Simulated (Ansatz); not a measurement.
Basis-set extrapolation for C4H4F2, SMILES `C=C/C(F)=C\F` (PBE0-D4/def2-TZVP geometry, frozen core, Ansatz). Multiplicity 1, RHF reference.

|  | def2-TZVPP | def2-QZVPP |
| --- | --- | --- |
| HF | -352.765666 | -352.780938 |
| MP2 correlation | -1.123677 | -1.212816 |
| CCSD(T) correlation | -1.198118 | not run |

Energies in hartree. Use E(X) = E(∞) + A·exp(−7.88·√X) for Hartree–Fock and E(X) = E(∞) + B·X^(−2.97) for correlation, with X = 3 and 4, and add CCSD(T) minus MP2 of the smaller set to the MP2 limit.

Question: What is the CCSD(T) energy at the basis-set limit?

Answer: HF limit: -352.780938 + (-0.015272) × 0.13774 = -352.78304. MP2 limit: -1.212816 + (-0.089139) × 0.74074 = -1.27884. Higher-order term: -1.198118 − (-1.123677) = -0.07444. Total: -354.13632 hartree, 4.69 eV below CCSD(T)/def2-TZVPP.
